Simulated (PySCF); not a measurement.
# triplet BH2Cl: levels of theory compared

Aim: a comparison of 5 runs (U-r2SCAN/STO-3G, U-wB97X-V/STO-3G, USVWN5/STO-3G, UCISD/STO-3G, UCCSD(T)/STO-3G) of triplet BH2Cl. The job is set up through a Python script.

The results are computed with PySCF 2.14.0.

8 further runs of the same task are left out: 8 set aside as unsound or not needed.

## Step 1: The structure to begin with

BH2Cl: 4 atoms, total charge 0, spin state triplet. SMILES of the parent species: `[H]B([H])Cl`. The shape is that of a GFN2-xTB optimisation. That shape belongs to the parent species and isn't relaxed for this state.

Bond lengths: B1–Cl4 1.673 Å, B1–H2 1.172 Å, B1–H3 1.172 Å. Angles: H2–B1–Cl4 119.1°, H3–B1–Cl4 119.0°, H2–B1–H3 121.9°.

## Step 2: The energy at U-r2SCAN/STO-3G (run 1)

start.xyz

```xyz
4

B      0.069310     0.114420    -0.000410
H      1.240090     0.070720     0.015540
H     -0.512130     1.131590    -0.018950
Cl    -0.797280    -1.316740     0.003830
```

calc.py

```python
from pyscf import gto, dft

molecule = gto.M(
    atom='start.xyz',
    verbose=3,
    spin=2,
    max_memory=1860,
    basis='sto-3g',
    charge=0,
)

mf = dft.UKS(molecule, xc='r2scan')
mf.grids.level = 5
mf.conv_tol = 1e-10
mf.kernel()
if not mf.converged:
    mf = mf.newton().run(mf.mo_coeff, mf.mo_occ)

e_final = mf.e_tot
print(f'total energy: {e_final:.8f} hartree')
```

Command:

```
$ OMP_NUM_THREADS=1 python calc.py
```

The log of the run:

```text
WARN: HOMO -0.0465597862730991 >= LUMO -0.316645446988932

WARN: HOMO -0.00671281786692912 >= LUMO -0.210850263082982

WARN: HOMO -0.0287119103081809 >= LUMO -0.212704855788126

WARN: HOMO -0.0265174184030671 >= LUMO -0.213383996665636

WARN: HOMO -0.0266508063114668 >= LUMO -0.213238769397083

WARN: HOMO -0.0267303269477053 >= LUMO -0.213331200977328

WARN: HOMO -0.026725881375728 >= LUMO -0.213336678564388

WARN: HOMO -0.0267266298174615 >= LUMO -0.213338333847543

WARN: HOMO -0.0267265987177 >= LUMO -0.213338644343323

WARN: HOMO -0.0267264245737574 >= LUMO -0.213338761617293

WARN: HOMO -0.0267264102917794 >= LUMO -0.213338755531675

converged SCF energy = -480.70847559073  <S^2> = 2.0019418  2S+1 = 3.0012943
total energy: -480.70847559 hartree
```

Run time: 5.1 s. Hardware: 1 thread of Arm Neoverse V1, shared host; peak memory 0.2 GiB.

## Step 3: A single-point energy at U-wB97X-V/STO-3G (run 2)

run.py

```python
from pyscf import gto, dft

mol = gto.M(
    atom='B 0.069310 0.114420 -0.000410; H 1.240090 0.070720 0.015540; H -0.512130 1.131590 -0.018950; Cl -0.797280 -1.316740 0.003830',
    basis='sto-3g',
    verbose=3,
    spin=2,
    max_memory=1860,
)

mf = dft.UKS(mol, xc='wb97x-v')
mf.grids.level = 5
mf.nlcgrids.level = 1
mf.conv_tol = 1e-10
mf.kernel()
if not mf.converged:
    mf = mf.newton().run(mf.mo_coeff, mf.mo_occ)

etot = mf.e_tot
print('E = %.10f Eh' % etot)
```

Command:

```
$ OMP_NUM_THREADS=1 python run.py
```

The log of the run:

```text
WARN: HOMO 0.0516196503927524 >= LUMO -0.323407205478241

converged SCF energy = -480.661871476556  <S^2> = 2.0011007  2S+1 = 3.0007337
E = -480.6618714766 Eh
```

Run time: 14 s. Hardware: 1 thread of Arm Neoverse V1, shared host; peak memory 0.19 GiB.

Runs 3 to 4 aren't shown in full; the table further down has their settings and results.

## Step 4: A single-point energy at UCCSD(T)/STO-3G (run 5)

input.py

```python
from pyscf import gto, cc

molecule = gto.Mole()
molecule.atom = '''
B      0.130977     0.216222    -0.000775
H      2.343430     0.133641     0.029366
H     -0.967785     2.138395    -0.035810
Cl    -1.506641    -2.488278     0.007238
'''
molecule.basis = 'sto-3g'
molecule.spin = 2
molecule.verbose = 3
molecule.max_memory = 1860
molecule.unit = 'bohr'
molecule.build()

mf = molecule.UHF()
mf.conv_tol = 1e-10
mf.kernel()
if not mf.converged:
    mf = mf.newton().run(mf.mo_coeff, mf.mo_occ)

mycc = cc.CCSD(mf, frozen=6)
mycc.kernel()
e_t = mycc.ccsd_t()
etot = mycc.e_tot + e_t
print('E = %.10f Eh' % etot)
```

Command:

```
$ OMP_NUM_THREADS=1 python input.py
```

The log of the run:

```text
WARN: HOMO 0.133728979353369 >= LUMO -0.317012112261612

converged SCF energy = -479.89217761917  <S^2> = 2.0033856  2S+1 = 3.0022562
E(UCCSD) = -479.9523884287701  E_corr = -0.06021080959986951
UCCSD(T) correction = -0.000929296709518861
E = -479.9533177255 Eh
```

Run time: 0.99 s. Hardware: 1 thread of Arm Neoverse V1, shared host; peak memory 0.12 GiB.

## Step 5: The series

```
run             level  nlc grid  integration grid  energy (Eh)  dipole moment (D) of the reference  HOMO energy (eV)   ⟨S²⟩  wall time
  1   U-r2SCAN/STO-3G         –                 5  -480.708476                                0.09             -0.73  2.002      5.1 s
  2  U-wB97X-V/STO-3G         1                 5  -480.661871                                0.12             -4.01  2.001       14 s
  3     USVWN5/STO-3G         –                 5  -478.896561                                0.03              0.04  2.001        2 s
  4      UCISD/STO-3G         –                 –  -479.951191                                0.74             -5.18  2.003     0.95 s
  5   UCCSD(T)/STO-3G         –                 –  -479.953318                                0.74             -5.18  2.003     0.99 s
```

## Step 6: Results

| quantity | value |
| --- | --- |
| run 5: total energy | -479.95332 Eh |
| run 5: dipole moment (Hartree–Fock density) | 0.74 D |
| run 5: HOMO energy (Hartree–Fock orbitals) (highest over α and β) | -5.18 eV |
| run 5: LUMO energy (Hartree–Fock orbitals) (lowest over α and β) | -1.44 eV |
| run 5: correlation energy (6 core orbitals frozen) | -61.1 mEh |
| run 5: (T) correction | -0.93 mEh |
| run 5: ⟨S²⟩ of the reference determinant | 2.003 |
| run 5: T1 diagnostic | 0.010 |

**Reading.** Over runs 1, 2, 3 the dipole moment (its size) runs from 0.03 D (USVWN5/STO-3G) to 0.12 D (U-wB97X-V/STO-3G). Totals of different functionals can't be ranked against each other. In runs 1, 2, 3, 4, 5 the basis is minimal, so the values are rough. All runs together took 23 s, the longest 14 s.
